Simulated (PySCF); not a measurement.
# ClH6, doublet: data card

All numbers come from UPBE0/[Cl def2-TZVP, H def2-TZVP], no relativity, density fitting, PySCF.

The structure is a minimum.

Coordinates in bohr (charge 0 multiplicity 2):
```
Cl    0.0000    0.0000    0.0000
H     0.0000    0.0000    2.7686
H     0.0000    0.0000   -2.7686
H     2.7686    0.0000    0.0000
H     0.0000    2.7686    0.0000
H    -2.7686    0.0000    0.0000
H     0.0000   -2.7686    0.0000
```

```
Point group                                                                   : Oh
Bond lengths                                                                  : Cl–H 1.465 Å (×6)
Bond angles                                                                   : H–Cl–H 90.0° (×12), H–Cl–H 180.0° (×3)
Lowest empty level (β)                                                        : -2.74 eV
Dipole moment                                                                 : 0.00 D
Heat capacity Cp at 298.15 K                                                  : 45.2 J/(mol K)
Zero-point energy                                                             : 119.7 kJ/mol
Atomisation energy without zero-point energy                                  : 476 kJ/mol
Entropy at 298.15 K and 1 bar (electronic part: spin only)                    : 212.6 J/(mol K)
Highest occupied level (α)                                                    : -4.87 eV
Spin squared ⟨S²⟩                                                             : 0.752
Rotational symmetry number                                                    : 24
Principal polarisabilities                                                    : 60.9, 60.9, 60.9 bohr³
Enthalpy at 298.15 K above 0 K                                                : 10.58 kJ/mol
Principal quadrupole moments (Buckingham, traceless) about the centre of mass : 0.00, 0.00, 0.00 D Å
Rotational constants                                                          : 1.948, 1.948, 1.948 cm⁻¹
```

Harmonic modes (masses in u: Cl 34.969, H 1.008):
```tsv
symmetry	ω (cm⁻¹)	IR (km/mol, summed over degenerate members)	type
t2g	990	0.0	bend
t1u	1071	2292	mixed
t2u	1269	0.0	bend
t1u	1534	4777	mixed
eg	1800	0.0	stretch
a1g	1828	0.0	stretch
```

In Oh the vibrations span t2g + 2t1u + t2u + eg + a1g. The a1g, eg, t2g, t2u modes carry no infrared intensity, as symmetry demands. With a centre of inversion only u modes can be infrared active and only g modes Raman active.

Charges (e):
```csv
atom,Mulliken,Löwdin,polar tensor,spin (Mulliken),Mayer order to Cl1
Cl1,0.15,0.48,2.25,-0.12,–
"H2,3,4,5,6,7",-0.02,-0.08,-0.37,0.19,0.60
```

Mulliken populations on Cl1: s 5.73, p 10.35, d 0.77, f 0.01.

This need not be the most stable arrangement of these atoms.

The final relaxation and frequency run took 18 s on 2 threads of a shared Arm Neoverse V1 host, with 73 basis functions and 5 gradients; the process peaked at 1.3 GiB. Launch command: `OMP_NUM_THREADS=2 python axn.py task.json out`.
